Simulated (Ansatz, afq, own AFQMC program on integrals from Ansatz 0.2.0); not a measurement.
Integrals from Ansatz 0.2.0, then the random walk in our own AFQMC program (afq).

```yaml
crystal:
  periodic: [false, false, false]
  atoms:
    - {symbol: O, position_ang: [-1.104030, 0.000385, 0.000000]}
    - {symbol: H, position_ang: [-1.353340, 0.926961, 0.000000]}
    - {symbol: H, position_ang: [-0.069030, 0.000385, 0.000000]}
    - {symbol: O, position_ang: [1.107970, 0.000385, 0.000000]}
    - {symbol: H, position_ang: [1.359829, -0.939565, 0.000000]}
basis:
  gaussian: {orbitals: cc-pVTZ}
magnetization: {spin_polarized: true, initial_magnetization: 1}
correlation: {method: ccsd_t, electrons: outside_noble_gas, hamiltonian_folder: ham}
```

```sh
$ ansatz run in.yaml --threads 1 --pin off --events-out ev --progress --plain --max-ram 16896MiB --backend cuda --devices 0, --max-vram 18GiB
```

afq runs on the folder ham with

```
--method phaseless --trial cisd --walkers 900 --populations 20 --least-time 60 --time-step 0.005 --steps-per-block 50 --equilibration-blocks 28 --max-blocks 4000 --target-error 0.00023 --factor-cut 1e-05 --start spin_pure --seed 8537 --release-times 0.24,0.51,0.99,1.5 --release-step 0.03 --release-every 4 --taylor-order 6
```

Times are imaginary, in 1/Eh. The walk had a cap of 169 s. With eight or more populations the least sampling time is a fifth of least-time, and the error comes from their spread.

```
orbitals 100  electrons 8 7  factors 610 of 610
reference energy -151.42539021 Eh
CCSD correlation -0.50323541 Eh in 16 cycles, weight of the determinant in the CISD state 0.8724
energy of the start -151.926793 Eh
 block  time / (1/Eh)  mean weight  energy / Eh
     1     0.250  1.0007  -151.925627
     2     0.500  0.9991  -151.936605
     3     0.750  0.9992  -151.943811
     4     1.000  1.0000  -151.947167
     5     1.250  1.0013  -151.943862
    10     2.500  0.9989  -151.947818
    31     7.750  0.9990  -151.942663
    56    14.000  1.0000  -151.945881
    81    20.250  1.0001  -151.947523
   106    26.500  1.0001  -151.945860
   131    32.750  0.9994  -151.946216
   156    39.000  0.9995  -151.945991
   181    45.250  0.9999  -151.940768
   206    51.500  1.0009  -151.945004
   226    56.500  0.9996  -151.949925
error from the spread of 20 populations
released: time / (1/Eh)  energy / Eh  error  mean overlap
  0.24  -151.945815  0.000203  0.9932
  0.51  -151.946181  0.000273  0.9859
  0.99  -151.946630  0.000343  0.9696
  1.50  -151.946778  0.000422  0.9578
energy -151.945041 +/- 0.000228 Eh
(rows thinned)
```

(1) Estimate how long the walk took on 1 × NVIDIA H100 80GB HBM3 with 2 threads of AMD EPYC 7R13 Processor (Zen 3), on a shared host (the card was shared).

The run passed its tests (sampling time, drift between the halves within three errors, error under three times the target), which doesn't prove that it has relaxed.

Against this walk (error 6.2 meV) on the same determinant: CCSD(T) 3.0 meV higher (within the noise). The error is statistical and leaves out the bias of the constraint. None of these is a sure reference here. Released to 1.50 1/Eh the energy lies 47 ± 13 meV (both errors) below the phaseless value, which shows part or all of the bias of the constraint, and CCSD(T) lies 50.2 meV above the released value.

Cautions: constraint bias not in the error.

Answers

(1) 2.5 min of wall time.

A walk keeps the symmetry of its determinant, which the program's search chose and which needn't be the lowest solution, so a lower state of the same spin and another symmetry isn't excluded.
